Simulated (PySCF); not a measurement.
```xyz
2

S     0.0000    0.0000    0.0791
H     0.0000    0.0000   -1.2653
```

Basis set: cc-pVTZ on H; cc-pV(T+d)Z on S (spherical functions). Left uncorrelated: 5 orbitals. Charge 1, multiplicity 1.

Starred EOM-CCSD(T)(a) on the restricted Hartree–Fock determinant with PySCF 2.14.0; the energies are vertical.

(1) The solver was asked for the few lowest roots only. Give the electron affinities of singlet SH(+) among them whose weight of singles is over 0.7 (positive where the electron binds).

Results:

(1)

| root | energy (eV) | weight of singles |
| --- | --- | --- |
| 1 | 11.86 | 0.96 |

Higher main lines weren't sought. Caution: the closed shell is not the ground state.
